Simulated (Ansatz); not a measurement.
Species: HS, SMILES `[SH]` (charge 0, multiplicity 2), formula HS.

Problem. How many basis functions does Ansatz (a first-principles code) with frozen-core CCSD(T)/cc-pVTZ // PBE-D3(BJ)/def2-TZVP use, how many core orbitals are frozen, and how many electrons are correlated?

Solution. 48 basis functions and 5 frozen orbitals, which leaves 7 correlated electrons. Core time is of the order of seconds.
